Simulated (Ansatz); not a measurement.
One structure, 3 elements: NiGe3, Ge3Pd, Ge3Pt

Plane-wave DFT in Ansatz with scalar-relativistic PAW potentials, cutoff 420 eV, Γ-centred meshes chosen by cell and gap, Gaussian smearing with energies taken to zero width. Every cell was relaxed (cell and atoms) in a run of its own, within the symmetry of its start. Functional: PBE.

All members share space group Pm-3m and the same sites; only the element on one set of sites changes (Ni, Pd, Pt). Members needn't be the stable form of their composition. Energies over the elements, where given, are against the elements' standard states in the same functional (H₂, N₂, O₂ and halogens uncorrected, Hg as a solid). The first member:

Space group Pm-3m (No. 221). a = 4.035 Å, b = 4.035 Å, c = 4.035 Å, α = 90.00°, β = 90.00°, γ = 90.00°
```csv
atom,site,symmetry,x,y,z
Ni,1a,m-3m,0.0000,0.0000,0.0000
Ge,3c,4/mm.m,0.0000,0.5000,0.5000
```

**Question.** How do size, gap and binding change down the group?

**Answer.**
| compound | V (Å³/atom) | a (Å) | energy over elements (eV/atom) |
| --- | --- | --- | --- |
| NiGe3 | 16.43 | 4.035 | 0.275 |
| Ge3Pd | 17.82 | 4.146 | 0.072 |
| Ge3Pt | 17.84 | 4.148 | 0.129 |

Over the series the volume grows at each step down the group; all are metallic on the mesh; none is bound against its elements in this structure, and Pd comes closest. Pt is hardly larger than Pd here (17.84 against 17.82 Å³/atom), as one expects from the lanthanide contraction and relativistic shrinking of 6s.

Spin-orbit coupling is left out, which matters for the bands of heavy elements.